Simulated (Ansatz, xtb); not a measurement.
**Two structures of BH3PSi**

Structure I: `B1[SiH2][P]1`, a doublet. Structure II: a doublet given by its coordinates. Both are isolated molecules in the gas phase, relaxed with PBE0-D3(BJ)/def2-SVP.

I (Å):

```xyz
6

B    -1.3232    0.5198    1.6838
P    -1.5570    0.6752   -0.0459
Si   -1.0018   -1.3114    0.6904
H    -1.2585    0.8043    2.8449
H     0.3771   -1.8583    0.5348
H    -1.9925   -2.4206    0.8040
```

II (Å):

```yaml
atoms:
  - { symbol: B, position_ang: [-0.2132, -0.3284, -0.1369] }
  - { symbol: P, position_ang: [0.9113, 0.7005, -1.2356] }
  - { symbol: Si, position_ang: [1.7099, -0.4169, 0.5986] }
  - { symbol: H, position_ang: [1.1730, -0.2032, -2.3123] }
  - { symbol: H, position_ang: [-1.2559, -0.9208, -0.1964] }
  - { symbol: H, position_ang: [0.0655, -0.0106, 1.0990] }
```

Close contacts (Å): B1–P2 1.88, B1–Si3 2.06, P2–Si3 2.29, B1–H5 1.20, B1–H6 1.31, P2–H4 1.43, Si3–H6 1.77.

Question: Estimate E(II) − E(I) at the level CCSD(T)/def2-SVP + ΔMP2/def2-TZVPP.

Answer: Calculated at CCSD(T)/def2-SVP + ΔMP2/def2-TZVPP: E(II) − E(I) = +38.7 kJ/mol, so structure I lies lower.

How the difference moves with the method:

| level | geometry | E(II) − E(I) (kJ/mol) | departure from the last row (kJ/mol) | job, with rough time for the two |
| --- | --- | --- | --- | --- |
| PBE0-D3(BJ)/def2-SVP | PBE0-D3(BJ)/def2-SVP | +28.6 | −10.1 | optimisation, 3.6 min |
| HF/def2-SVP | PBE0-D3(BJ)/def2-SVP | +53.1 | +14.4 | part of the CCSD(T) run |
| MP2/def2-SVP | PBE0-D3(BJ)/def2-SVP | +54.7 | +16.0 | part of the CCSD(T) run |
| CCSD(T)/def2-SVP | PBE0-D3(BJ)/def2-SVP | +40.0 | +1.2 | single point |
| CCSD(T)/def2-SVP + ΔMP2/def2-TZVPP | PBE0-D3(BJ)/def2-SVP | +38.7 |  | single point, 50 s |

The levels shown agree on the order. The largest departure from CCSD(T)/def2-SVP + ΔMP2/def2-TZVPP is that of MP2/def2-SVP, 16.0 kJ/mol. Levels run at GFN2-xTB geometries aren't shown. The last row adds to CCSD(T) the change of the MP2 difference between the two basis sets, here −1.2 kJ/mol.

With harmonic frequencies from PBE0-D3(BJ)/def2-SVP (ideal gas, rigid rotor, one conformer each, 298.15 K, 1 atm): the zero-point term adds +2.4 kJ/mol; ΔH is +40.5 and ΔG +41.5 kJ/mol.

Open shells are spin-unrestricted. The correlated steps freeze 11 core orbitals. Mirror images aren't counted in ΔG. Run with Ansatz 0.2.0; the last row on 1 thread of Intel(R) Xeon(R) Processor @ 2.50GHz (Skylake/Cascade Lake) on a shared host.
